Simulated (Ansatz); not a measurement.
**Exact exchange and the vertical electron affinity of NH (imidogen)**

The species is NH (2 atoms), meant as a triplet with charge 0. SMILES: `[NH]`. Geometry: the measured bond length.

The vertical electron affinity (to the doublet anion) y, in eV, basis aug-cc-pVTZ; a is the functional's share of exact exchange. Programs: Ansatz 0.2.0.

| functional | program | a | y (eV) |
| --- | --- | --- | --- |
| U-revPBE | Ansatz | 0 | 0.46 |
| UBLYP | Ansatz | 0 | 0.57 |
| UB3LYP | Ansatz | 0.2 | 0.49 |
| U-r2SCAN0 | Ansatz | 0.25 | 0.11 |
| UPBE0 | Ansatz | 0.25 | ? |
| UBHLYP | Ansatz | 0.5 | 0.02 |

Problem. Fit y = c + s·a to the known rows and predict UPBE0.

Solution. 
1. Means of the 5 rows: a = 0.1900, y = 0.330.
2. Σ(Δa)² = 0.172, Σ(Δa·Δy) = -0.178, so the slope is -0.178/0.172 = -1.0349.
3. Intercept: 0.330 − (-1.0349) × 0.1900 = 0.527. The largest residual of the fit is 0.17.
4. UPBE0: 0.527 + (-1.0349) × 0.25 = 0.27 eV.

The run gave 0.24 eV, so the prediction is off by +0.03 eV, within the scatter of the fit.
